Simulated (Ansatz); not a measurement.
Basis-set extrapolation for C₃H₅F₂N (`C=NC(C)(F)F`) (PBE0-D4/def2-TZVP geometry, frozen core, the Gaussian-basis code of Ansatz). Multiplicity 1, RHF reference.

```csv
,def2-TZVPP,def2-QZVPP
HF,-369.986068,-370.002321
MP2 correlation,-1.188773,-1.283268
CCSD(T) correlation,-1.263657,not run
```

Energies in hartree. Use E(X) = E(∞) + A·exp(−7.88·√X) for Hartree–Fock and E(X) = E(∞) + B·X^(−2.97) for correlation, with X = 3 and 4, and add CCSD(T) minus MP2 of the smaller set to the MP2 limit.

What is the CCSD(T) energy at the basis-set limit?

HF limit: -370.002321 + (-0.016253) × 0.13774 = -370.00456. MP2 limit: -1.283268 + (-0.094495) × 0.74074 = -1.35326. Higher-order term: -1.263657 − (-1.188773) = -0.07488. Total: -371.43270 hartree, 114.8 kcal/mol below CCSD(T)/def2-TZVPP.
